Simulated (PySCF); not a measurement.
# Heteronuclear NMR

Mapped SMILES: `[BH2:1][OH:2]` (H(Xn): hydrogen on atom n).

One averaged value for each set of equivalent atoms, relativity neglected, isolated molecule, one conformer. Coordinates at the PBE0-D3(BJ)/def2-TZVP level; GIAO B97-2/pcSseg-2 shieldings; PySCF.

**Question.** Predict the ¹¹B NMR data.

**Answer.** 
```csv
atoms,environment,σ (ppm),δ (ppm)
B1,"boron bonded to O, 2 H",52.4,47.2
```

Shieldings were converted by a linear fit to measured shifts: ¹¹B: δ = 98.64 − 0.983σ (rms 2.4 ppm, 15 shifts, 9.8 ppm with the 3 outliers that the fit left out vs BF3·OEt2, solution or neat liquid). A few per cent of atoms miss by over 2 rms, more outside the fitted compound classes.

On a 300 MHz spectrometer ¹¹B resonates near 96.3 MHz, so 1 ppm is 96.3 Hz.

**Question.** Where does ¹⁷O resonate?

**Answer.** 
| atoms | environment | σ (ppm) | δ (ppm) |
| --- | --- | --- | --- |
| O2 | oxygen bonded to B, H | 129.6 | 151.3 |

Shieldings were converted by a linear fit to measured shifts: ¹⁷O (scatter 12.2 ppm rms vs liquid water, solution or neat liquid). Occasional misses reach two or three times the rms, and more in compound classes unlike the fitted ones.

On a 300 MHz spectrometer ¹⁷O resonates near 40.7 MHz, so 1 ppm is 40.7 Hz.
